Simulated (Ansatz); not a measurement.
We consider pyrite RuS₂, described by RPBE (Ansatz, a first-principles code, plane waves, PAW).

Run with plane-wave cutoff 520 eV, 6×6×6 k mesh, Fermi–Dirac smearing 0.01 eV, no spin polarisation, scalar-relativistic PAW data made under PBE.

The cell is scaled about its equilibrium volume:

Shape and atoms are relaxed at each volume.

| V (Å³/atom) | P (GPa) | direct gap at Γ (eV) | smallest gap on the k mesh (eV) |
|---|---|---|---|
| 14.684 | 7.27 | 0.858 | 0.628 |
| 14.990 | 3.42 | 0.853 | 0.635 |
| 15.295 | 0.01 | 0.849 | 0.641 |
| 15.601 | -3.02 | 0.843 | 0.645 |
| 15.907 | -5.70 | 0.837 | 0.647 |

The fundamental gap (0.63 eV at the equilibrium volume, with added k points) lies elsewhere than Γ–Γ.

Note: the bulk modulus comes from volumes at which shape and atoms were relaxed.

Spin–orbit coupling is not included.
